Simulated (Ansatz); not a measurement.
Mulliken charges of C₃H₃N, SMILES `[H]/N=C\C#C` from ωB97M-V/def2-TZVPP in Ansatz (PBE0-D4/def2-TZVP geometry).

| atom | x (Å) | y (Å) | z (Å) | charge (e) |
| --- | --- | --- | --- | --- |
| H1 | 0.060 | -1.922 | 0.267 | 0.125 |
| N2 | 0.577 | -1.414 | 0.986 | -0.212 |
| C3 | 0.515 | -0.164 | 0.778 | -0.023 |
| C4 | -0.173 | 0.476 | -0.300 | -0.303 |
| C5 | -0.747 | 1.024 | -1.203 | 0.051 |
| H6 | 1.028 | 0.500 | 1.477 | 0.119 |
| H7 | -1.259 | 1.501 | -2.006 | 0.243 |

Problem. By hand: the dipole of these point charges (1 e Å = 4.8032 D).

Solution. Σ q r = (-0.296, 0.396, -0.476) e Å, of length 0.686 e Å = 3.29 D.

Problem. How does the dipole of the full density compare? (An estimate is asked.)

Solution. The calculation gave: (-0.199, 0.272, -0.320) e Å, 2.23 D; the point charges give 1.48 times that, at 1° from its direction.

Point charges leave out the atoms' own dipoles, such as those of lone pairs, and Mulliken's split depends on the basis, so the two needn't agree.
